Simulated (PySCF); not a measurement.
Compound: C₅H₅N.
Numbering: `[CH3:1][C:2]1=[CH:3][C@@H:4]1[C:5]#[N:6]`

NICS is the negative of the GIAO shielding at a point without a nucleus: at the ring centre (0) and 1 Å above and below it (1); zz is the component along the ring normal. Level: GIAO PBE0/pcSseg-1 (PySCF, non-relativistic, gas phase) on the PBE0-D3(BJ)/def2-SVP geometry, one conformer.

Ring bond lengths (Å), with Mayer bond orders in brackets: C2–C3 1.295 (1.67), C3–C4 1.505 (0.91), C4–C2 1.510 (0.89).

Problem. Give the NICS values of each ring in ppm.

Solution. 
```tsv
ring	type	NICS(0)	NICS(1), two faces	NICS(1)zz, two faces	rms pucker (Å)	centre to ring atoms, mean (Å)
C2–C3–C4	3-membered carbocycle; formal bonds 1 double, 2 single	-33.4	-7.9 / -8.9	-15.7 / -18.6	0.00	0.83
```

Problem. What can be read from them?

Solution. 
- C2–C3–C4: mean NICS(1)zz -17.1 ppm, shielded. C4 has four or more neighbours, so the value isn't read as a sign of a π ring current. NICS(0) lies 25 ppm below the mean NICS(1).

Problem. List the ring angles and the Hirshfeld charges of the ring atoms.

Solution. 
- C2–C3–C4: C2 64.4° (+0.031 e), C3 64.8° (-0.040 e), C4 50.9° (-0.035 e); sum 180.0° against 180° for a flat convex ring.

Problem. What are the shieldings of the ring atoms and their hydrogens in the same run (means over atoms taken as equivalent)?

Solution. 
| atoms | environment | σ isotropic (ppm) | principal values of the symmetric part, first atom (ppm) |
| --- | --- | --- | --- |
| C2 | fully substituted alkene carbon | 62.6 | -80.2, 101.3, 166.7 |
| C3 | alkene CH carbon | 81.1 | -51.4, 126.2, 168.7 |
| C4 | sp3 carbon next to a nitrile | 178.0 | 141.6, 145.0, 247.4 |
| H on C3 | vinylic hydrogen | 24.77 | 21.9, 24.1, 28.4 |
| H on C4 | methine hydrogen | 29.60 | 22.9, 27.7, 38.2 |

Problem. How do the values depend on the level or the medium?

Solution. 
```json
{"level": "PBE0/pcSseg-1, gas", "NICS(0), C2–C3–C4": "-33.4", "mean NICS(1)zz, C2–C3–C4": "-17.1"}
{"level": "wB97X-D/pcSseg-2, gas", "NICS(0), C2–C3–C4": "-33.4", "mean NICS(1)zz, C2–C3–C4": "-17.4"}
```

The geometry is the same throughout.
